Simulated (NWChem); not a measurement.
Species: ethanol (C2H6O); SMILES CCO

```xyz
9

C      0.2487    -1.2036     0.0330
C     -0.5415     0.0900    -0.0189
O      0.2657     1.2331     0.0847
H     -0.4167    -2.0808     0.0084
H      0.8528    -1.2501     0.9518
H      0.9345    -1.2858    -0.8272
H     -1.1654     0.1124    -0.9364
H     -1.2425     0.1340     0.8303
H      0.8768     1.2319    -0.6592
```
Atoms are numbered in this order, from 1.

Program: NWChem. Pople sets run with spherical d functions. All runs use the structure optimised with PBE0/def2-SVP. GIAO values for the isolated, static molecule; σ is the absolute isotropic shielding, δ = σ(reference) − σ with the isolated reference molecule computed at the same levels (13C: tetramethylsilane, 1H: tetramethylsilane, 17O: water).

For level B3LYP/6-31G*:

```
Item        Result
----------  ------
δ C2 (ppm)    56.6
δ O3 (ppm)    34.9
δ H7 (ppm)    3.79
δ H8 (ppm)    3.65
δ H9 (ppm)   -0.79
```

Problem. Estimate the same quantities for level LDA (Slater exchange, VWN5)/pcSseg-1.

Solution. The δ C2 (ppm) is 64.3, the δ O3 (ppm) comes out as 61.1 and the δ H7 (ppm) is 4.00. The δ H8 (ppm) is 3.75 and the δ H9 (ppm) is -0.55.
